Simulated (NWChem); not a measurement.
System: B cation, singlet

All runs: NWChem. Medium grid unless said otherwise, to which SCAN and Minnesota functionals are sensitive. Low-valent species are run as closed-shell singlets; no triplet was tried in these runs. Total energies of different functionals are on different scales.

```tsv
level	energy (Ha)	highest occupied level (eV)	orbital gap (eV)
B3LYP/def2-TZVP	-24.3428	-20.57	8.19
PBE/def2-TZVP	-24.2915	-19.50	6.13
revPBE/def2-TZVP	-24.3351	-19.51	6.21
M05-2X/def2-TZVP	-24.3500	-22.03	11.44
TPSSh/def2-TZVP	-24.3440	-20.20	7.62
MN15/def2-TZVP	-24.3255	___	___
BLYP/def2-TZVP	-24.3346	-19.39	6.05
B3PW91/def2-TZVP	-24.3248	-20.59	8.31
```

Question: Fill in the missing entries.

Answer: 
- MN15/def2-TZVP, highest occupied level (eV): -21.33
- MN15/def2-TZVP, orbital gap (eV): 10.23
